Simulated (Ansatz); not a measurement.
C2H5NS, SMILES CC(=N)S, a rigid scan of one bond length

Program: Ansatz's Python interface.

Contents of `c2h5ns.xyz`:
```text
9

C     0.57660    0.79300   -0.32770
C    -0.05430   -0.51420   -0.06120
N     0.33010   -1.57770   -0.66280
S    -1.25950   -0.62220    1.10460
H     0.95280    1.25180    0.55960
H    -0.25110    1.52260   -0.71770
H     1.34710    0.76430   -1.08590
H    -0.15150   -2.34830   -0.29260
H    -1.40170    0.68430    1.46640
```

Notebook, run cell by cell (the value of a cell's last expression is shown):

In [1]:
```python
import ansatz as az
import numpy as np
```

In [2]:
```python
system = az.Crystal.molecule_from_extxyz("c2h5ns.xyz")
```

In [3]:
```python
symbols = [site.symbol for site in system.cartesian_sites]
start = np.array([site.position_ang for site in system.cartesian_sites])
axis = (start[4] - start[0]) / np.linalg.norm(start[4] - start[0])
moving = [4]
lengths, energies = [0.939, 0.982, 1.025, 1.067, 1.11, 1.153, 1.195, 1.26], []
for length in lengths:
    xyz = start.copy()
    xyz[moving] += (length - np.linalg.norm(start[4] - start[0])) * axis
    point = az.Crystal.molecule()
    for symbol, place in zip(symbols, xyz):
        point = point.atom(symbol, place.tolist())
    model = (
        point.calculation()
        .basis(gaussian="6-31G*")  # atom-centred Gaussian functions
        .functional("R2SCAN0")
    )
    r = model.run(threads=1, pin="off").report
    energies.append(r["free_energy_ev"])
    print(f"r = {length:6.3f} A  E = {energies[-1]:.5f} eV  <S^2> = {abs(r['mean_field']['state']['spin_squared']):.3f}")
```
```text
r =  0.939 A  E = -14475.52513 eV  <S^2> = 0.000
r =  0.982 A  E = -14475.81362 eV  <S^2> = 0.000
r =  1.025 A  E = -14475.98334 eV  <S^2> = 0.000
r =  1.067 A  E = -14476.05880 eV  <S^2> = 0.000
r =  1.110 A  E = -14476.06343 eV  <S^2> = 0.000
r =  1.153 A  E = -14476.01063 eV  <S^2> = 0.000
r =  1.195 A  E = -14475.91604 eV  <S^2> = 0.000
r =  1.260 A  E = -14475.70791 eV  <S^2> = 0.000
```

In [4]:
```python
# quartic fit about the minimum
fit = np.polynomial.Polynomial.fit(lengths, np.array(energies) - min(energies), 4).convert()
roots = [r.real for r in fit.deriv().roots() if abs(r.imag) < 1e-9 and fit.deriv(2)(r.real) > 0]
r_e = min(roots, key=lambda r: abs(r - lengths[int(np.argmin(energies))]))
print(f"minimum of the fit at {r_e:.4f} A, force constant {fit.deriv(2)(r_e):.2f} eV/A^2")
```
```text
minimum of the fit at 1.0909 A, force constant 34.55 eV/A^2
```

Caveats:
- Total energies depend on the basis set; only differences at equal settings carry meaning.
- The rest of the molecule is held rigid at a force-field or estimated start geometry, and the basis set is modest; single-reference methods fail as a bond breaks.
- The orbitals are restricted, so S² is zero by construction.
- The whole script took 33 s on 1 thread of Arm Neoverse V1, with other jobs on the host, peak memory 0.22 GiB.
